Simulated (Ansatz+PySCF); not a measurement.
The numbers below are computed, except where a source is named.
A run of PySCF 2.14.0 on doublet CH4N at this shape:

```yaml
atoms:
  - { symbol: C, position_ang: [0.0000, 0.0146, -0.3734] }
  - { symbol: N, position_ang: [0.0000, 0.5842, 0.9459] }
  - { symbol: H, position_ang: [0.0000, -0.1964, 1.6118] }
  - { symbol: H, position_ang: [0.0000, 0.7992, -1.1306] }
  - { symbol: H, position_ang: [0.8376, -0.6008, -0.5268] }
  - { symbol: H, position_ang: [-0.8376, -0.6008, -0.5268] }
```

Its results:

* Converged: yes
* Reference energy: -94.62891 hartree
* Correlation energy: -0.35436 hartree
* Total energy: -94.98327 hartree
* Spin squared of the determinant: 0.761

Q: Which input gives this output? Name the method, the orbitals and the basis set, and write the input.

A: UHF-MP2 in cc-pVTZ.

```python
from pyscf import gto, scf, mp

mol = gto.M(atom="""
C 0.000000 0.014650 -0.373430
N 0.000000 0.584180 0.945920
H 0.000000 -0.196390 1.611780
H 0.000000 0.799160 -1.130610
H 0.837560 -0.600800 -0.526830
H -0.837560 -0.600800 -0.526830
""", basis='cc-pvtz', charge=0, spin=1)
mf = scf.UHF(mol)
mf.kernel()
pt = mp.MP2(mf, frozen=2).run()
print(mf.e_tot, pt.e_corr, pt.e_tot)
```
